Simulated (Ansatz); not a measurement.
# C2H2S (ethynethiol): entropy by statistical mechanics

A singlet with charge 0, relaxed at B3LYP-D4/def2-TZVP (Ansatz 0.2.0):

```xyz
5

C    -1.2015   -0.3433    0.0019
C    -0.0045   -0.2219    0.0257
S     1.6813   -0.1963    0.0833
H    -2.2593   -0.4369   -0.0213
H     1.8340    1.1248   -0.1309
```

Harmonic wavenumbers in cm⁻¹: 299, 363, 555, 715, 718, 980, 2154, 2635, 3471.

Masses in u: C 12.011, S 32.06, H 1.008. Take T = 298.15 K, p = 1 bar, R = 8.3145 J/(mol K), kT/hc = 207.22 cm⁻¹, rigid rotor and harmonic oscillator.

**Question.** Compute the standard molar entropy.

**Answer.** 
1. Translation (Sackur–Tetrode): S = R[3/2 ln M + 5/2 ln T − 1.1517] with M = 58.098 gives 159.5 J/(mol K).
2. Rotation: principal moments 1.740, 90.773, 92.514 u Å² give A, B, C = 9.6865, 0.1857, 0.1822 cm⁻¹; the symmetry number is σ = 1; q = (√π/σ)√((kT/hc)³/ABC) = 9235; S = R(ln q + 3/2) = 88.4.
3. Vibration: with u = ν̃/207.22, each mode gives R[u/(eᵘ − 1) − ln(1 − e⁻ᵘ)]; the sum is 15.7, most from 299 cm⁻¹ (6.0), 363 cm⁻¹ (4.6), 555 cm⁻¹ (2.2).
4. Electronic: R ln 1 = 0.0, from the spin multiplicity alone.
5. Sum: 159.5 + 88.4 + 15.7 + 0.0 = 263.6 J/(mol K).

No measured value is set beside it here.
